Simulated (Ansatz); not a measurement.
BH₂F⁻. The state is a doublet with charge -1. Geometry PBE-D4/def2-TZVP, that of the neutral singlet; atoms count from 1.

```xyz
4

B     0.013   -0.051   -0.004
H     0.897   -0.467    0.700
H    -0.601   -0.716   -0.799
F    -0.308    1.234    0.103
```

The highest occupied level of the charge -1 doublet lies above zero (up to 2.86 eV). By energy differences it is unbound by 0.78 eV (vertical, to the charge 0 singlet, at PBE0-D4/def2-TZVPD) and held by the finite basis.

Estimate the Mulliken populations from the PBE0/def2-TZVPD orbitals of Ansatz.


| atom | charge (e) | spin (α − β) |
| --- | --- | --- |
| B1 | -0.61 | 1.08 |
| H2 | 0.02 | -0.11 |
| H3 | 0.02 | -0.11 |
| F4 | -0.43 | 0.13 |
Mulliken values and Mayer orders depend strongly on the basis. With diffuse functions, as here, like atoms can get unlike values, and bond orders can come out too low or too high.

Where does the spin sit?

Summed by element: B 1.08, H -0.21, F 0.13, of 1 unpaired in all. Largest on single atoms: B1 1.08, F4 0.13, H2 -0.11.

And the Mayer bond orders between bonded heavy atoms (over 0.3)?

B1–F4 1.26 (1.33 Å).
